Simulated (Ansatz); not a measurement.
# C₂H₂OS: taking an electron away

The task here is to estimate one member of a computed series from the others.

Program: Ansatz 0.2.0, Gaussian basis. Level of theory: unrestricted cation, the program's frozen cores in correlated methods. These are calculated values, not measurements.

Plan: UKS PBE-D4/def2-TZVPP; UKS r2SCAN-D4/def2-TZVPP; UKS PBE0-D4/def2-TZVPP; UKS B3LYP-D4/def2-TZVPP; UKS wB97X-V/def2-TZVPP; UKS wB97M-V/def2-TZVPP; UKS B2PLYP/def2-TZVPP; UHF-CCSD(T)/def2-TZVPP; UHF-MP2/def2-QZVPP; extrapolation to the limit; then −ε(HOMO) from the neutral's earlier runs with LDA (SPW92), PBE-D4, revPBE-D4, BLYP-D4, r2SCAN-D4, B97M-V, PBE0-D4, B3LYP-D4, r2SCANh-D4, r2SCAN0-D4, HSE06-D4, BHLYP-D4, CAM-B3LYP-D4, LC-ωPBE, ωB97X-V, ωB97M-V.

## The relaxed structure

All runs share one geometry, relaxed beforehand with PBE0-D4 in a triple-zeta def2 set.

6 atoms, charge 0, spin multiplicity 1.

Atoms are counted from 1 here; the program's logs count them from 0.

Bond lengths: S1–C2 1.720 Å, S1–H5 1.346 Å, C2–C3 1.374 Å, C2–O4 1.254 Å, C3–H6 1.093 Å. Angles: C2–S1–H5 93.7°, S1–C2–C3 138.7°, S1–C2–O4 129.6°, C3–C2–O4 91.4°, C2–C3–H6 114.5°.

As a file:

```mol
C2H2OS
  3D, bonds by distance, orders not assigned

  6  5  0  0  0  0  0  0  0  0999 V2000
   -0.9911    0.7365   -1.1488 S   0  0
   -0.0532    0.0010    0.0913 C   0  0
   -0.1477   -1.0504    0.9712 C   0  0
    1.0201    0.3835    0.6152 O   0  0
   -0.1861    1.8112   -1.2420 H   0  0
    0.4002   -1.9459    0.6670 H   0  0
  1  2  8  0
  1  5  8  0
  2  3  8  0
  2  4  8  0
  3  6  8  0
M  END
```

Set-up of the first run:

in.yaml

```yaml
crystal:
  periodic: [false, false, false]
  atoms:
    - {symbol: S, position_ang: [-0.991074, 0.736500, -1.148817]}
    - {symbol: C, position_ang: [-0.053239, 0.001018, 0.091272]}
    - {symbol: C, position_ang: [-0.147670, -1.050398, 0.971194]}
    - {symbol: O, position_ang: [1.020075, 0.383492, 0.615157]}
    - {symbol: H, position_ang: [-0.186143, 1.811180, -1.241964]}
    - {symbol: H, position_ang: [0.400151, -1.945890, 0.666958]}
basis:
  gaussian: {orbitals: def2-TZVPP}
total_charge: 1
magnetization: {spin_polarized: true, initial_magnetization: 1}
hamiltonian: {xc: pbe, dispersion: d4}
```

The run is started by

```bash
$ ansatz run in.yaml --threads 2 --pin off --events-out ev --progress --plain --max-ram 4352MiB
```

Steps of the session up to this table: Cation, UKS PBE-D4/def2-TZVPP; Cation, UKS r2SCAN-D4/def2-TZVPP; Cation, UKS PBE0-D4/def2-TZVPP; Cation, UKS B3LYP-D4/def2-TZVPP; Cation, UKS wB97X-V/def2-TZVPP; Cation, UKS wB97M-V/def2-TZVPP; Cation, UKS B2PLYP (frozen core)/def2-TZVPP; Cation, UHF-CCSD(T)/def2-TZVPP; Cation, UHF-MP2/def2-QZVPP.

One of the session's tables, all rows but one given; the rest of the session is left out.

It belongs to the step «Ionisation energies side by side». Orbital estimates, from the neutral's runs:

| functional | −ε(HOMO) (eV) |
| --- | --- |
| LDA (SPW92) | 5.79 |
| PBE-D4 | 5.65 |
| revPBE-D4 | ? |
| BLYP-D4 | 5.55 |
| r2SCAN-D4 | 5.93 |
| B97M-V | 6.04 |
| PBE0-D4 | 6.98 |
| B3LYP-D4 | 6.77 |
| r2SCANh-D4 | 6.43 |
| r2SCAN0-D4 | 7.18 |
| HSE06-D4 | 6.58 |
| BHLYP-D4 | 8.26 |
| CAM-B3LYP-D4 | 8.40 |
| LC-ωPBE | 9.78 |
| ωB97X-V | 9.41 |
| ωB97M-V | 9.28 |

Q: Estimate the row for revPBE-D4 from the others.

**Answer.** −ε(HOMO) (eV): 5.60. In the column «−ε(HOMO) (eV)» it lies between BLYP-D4 (5.55) and PBE-D4 (5.65).
